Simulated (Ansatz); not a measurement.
Worked example: H2N–O⁺, triplet against H2N–O, doublet

Geometry (PBE0/def2-TZVP stationary point of a doublet), kept for both states (H2N–O, doublet: B1; H2N–O⁺, triplet: A2):

```
atom   x (Å)    y (Å)    z (Å)
   N  0.0000   0.0000   0.5984
   O  0.0000   0.0000  -0.6635
   H  0.0000   0.8762   1.1083
   H  0.0000  -0.8762   1.1083
```

Basis cc-pVDZ; Ansatz 0.2.0. Only valence electrons are correlated (noble-gas cores frozen). R marks a restricted (for open shells ROHF) determinant, U an unrestricted one.

Full CI isn't at hand for all of this; UCCSDT(Q) serves as the reference, and is uncertain by about the last step of the cluster series.

| level | E(H2N–O, doublet) (hartree) | E(H2N–O⁺, triplet) (hartree) |
| --- | --- | --- |
| UHF | -130.404758 | -130.067530 |
| UMP2 | -130.736419 | -130.358350 |
| UCCSD(T) | -130.765014 | -130.392901 |
| PBE | -130.954340 | -130.571384 |
| wB97M-V | -131.046602 | -130.662524 |
| UCCSDT(Q) | -130.766423 | -130.394355 |

Task: Give the vertical gap, H2N–O⁺ triplet less H2N–O doublet, at each level in eV (1 hartree = 27.2114 eV), and each error against UCCSDT(Q).

Result: UCCSDT(Q): (-130.394355 − (-130.766423)) × 27.2114 = 10.124 eV (the reference)
wB97M-V: (-130.662524 − (-131.046602)) × 27.2114 = 10.451 eV, error 0.327 eV
PBE: (-130.571384 − (-130.954340)) × 27.2114 = 10.421 eV, error 0.297 eV
UCCSD(T): (-130.392901 − (-130.765014)) × 27.2114 = 10.126 eV, error 0.002 eV
UMP2: (-130.358350 − (-130.736419)) × 27.2114 = 10.288 eV, error 0.164 eV
UHF: (-130.067530 − (-130.404758)) × 27.2114 = 9.176 eV, error -0.948 eV

Total energies of functionals can't be set beside those of wave-function methods, since they hold the core's correlation and their own absolute errors; only the differences compare.

In so small a basis the reference is far from its limit while semilocal and hybrid functionals are nearer theirs, so the functionals' errors here hold much of the reference's basis and frozen-core error, which can add to them or hide them.

Each level lands on the state that its own search finds. T1 diagnostics of restricted CCSD: 0.026 and 0.033.
